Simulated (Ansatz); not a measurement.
Predict the output of the script below (Ansatz 0.2.0, Python API).

The script, `methods.py`:
```python
# -*- coding: utf-8 -*-
from pathlib import Path
import logging
import sys

import ansatz as az
import numpy as np
from rdkit import Chem
from rdkit.Chem import AllChem

logging.basicConfig(stream=sys.stdout, format="%(levelname)s %(message)s")
log = logging.getLogger("run")
log.setLevel(logging.INFO)


def main():
    rd = Chem.AddHs(Chem.MolFromSmiles("C=C=C(N)S"))
    AllChem.EmbedMolecule(rd, randomSeed=210)
    AllChem.UFFOptimizeMolecule(rd)
    geometry = az.Crystal.molecule()
    for atom, xyz in zip(rd.GetAtoms(), rd.GetConformer().GetPositions()):
        geometry = geometry.atom(atom.GetSymbol(), xyz.round(5).tolist())

    base = (
        geometry.calculation()
        .basis(gaussian="cc-pVDZ")
        .accuracy("high")
    )

    log.info("functional    E (Ha)        dipole (D)   HOMO (eV)  LUMO (eV)")
    for name in ["r2scan0", "lc_wpbe", "blyp", "hf", "hse06"]:
        summary = base.functional(name).forces().orbitals().run(runs_dir="runs").report
        lines = Path(summary["orbitals_path"]).read_text().splitlines()
        field_of = lambda key: [line.split("=")[1].strip() for line in lines if line.startswith(key)]
        orbitals = [(27.211386 * float(e), s, float(n)) for e, s, n in zip(field_of("Ene="), field_of("Spin="), field_of("Occup="))]
        homo = max(e for e, _, n in orbitals if n > 0.5)
        lumo = min(e for e, _, n in orbitals if n < 0.5)
        dipole = 4.803205 * np.linalg.norm(summary["charge_distribution"]["dipole_moment_e_ang"])
        log.info(f"{name:10s} {summary['free_energy_ev'] / 27.211386246:14.6f} {dipole:9.3f} {homo:11.3f} {lumo:10.3f}")


if __name__ == "__main__":
    main()
```

```console
$ python methods.py
INFO functional    E (Ha)        dipole (D)   HOMO (eV)  LUMO (eV)
INFO r2scan0       -569.944214     2.461      -4.306     -2.271
INFO lc_wpbe       -569.858428     2.312      -6.805      0.069
INFO blyp          -570.033937     2.502      -2.977     -2.853
INFO hf            -568.304622     2.059      -6.457      1.515
INFO hse06         -569.743585     2.449      -3.822     -2.616
```

Notes:
- The settings weren't tested for convergence.
- The geometry is a force-field or estimated start, not a minimum of this method, and the basis set is short of its limit. A lower total doesn't mark the better method: functionals have no common bound, and MP2 and coupled cluster aren't variational.
- Levels such as HOMO and LUMO are orbital energies: with these approximate functionals they aren't the ionisation energy and electron affinity, and their gap isn't the fundamental gap.
- For Al to Cl the sets with a tight d function, cc-pV(X+d)Z, are usual.
- hse06 follows the composition of plane-wave codes, whose totals differ by tens of mHa, up to about 0.1 Ha, from the form usual in Gaussian-basis programs (wpbeh).
- Run time: 86 s on 1 thread of Intel(R) Xeon(R) Platinum 8375C CPU @ 2.90GHz (Ice Lake) (shared host), peak memory 0.55 GiB.

(A comment or docstring line of the script was reworded after the run, the code is as it ran; lines on the test bed's own set-up are left out of the output.)
